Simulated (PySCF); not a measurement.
tetrafluoromethane cation (CF4), SMILES FC(F)(F)F (connectivity only; charge and spin as stated), charge +1, multiplicity 2. Atoms are numbered in the order given.

```xyz
5

F      0.7744    -0.7744     0.7364
C      0.0000     0.0000     0.0000
F      0.7744     0.7744    -0.7364
F     -0.7744    -0.7744    -0.7364
F     -0.7744     0.7744     0.7364
```
Charge +1, spin multiplicity 2.

The structure is a stationary point at B3LYP-D3(BJ)/def2-SVP. The geometry has at least one imaginary mode, so it is a saddle point at that level. The spin state was assumed, not searched.

All values below come from PySCF with B3LYP/pcH-1.

Unrestricted Kohn–Sham, ⟨S²⟩ = 0.754. Hyperfine tensors hold the contact and dipolar terms, without spin-orbit corrections.

Estimate the hyperfine couplings. (Estimate from the structure and the level; the computed values follow.)


```tsv
nucleus	A(iso) (MHz)	A(iso) (G)	dipolar principal values (MHz)
19F no. 1	75.4	26.9	-507.4, -486.8, 994.2
13C no. 2	-29.9	-10.7	-0.2, 0.1, 0.1
19F no. 3	75.4	26.9	-507.4, -486.8, 994.2
19F no. 4	75.4	26.9	-507.4, -486.8, 994.2
19F no. 5	75.4	26.9	-507.4, -486.8, 994.2
```
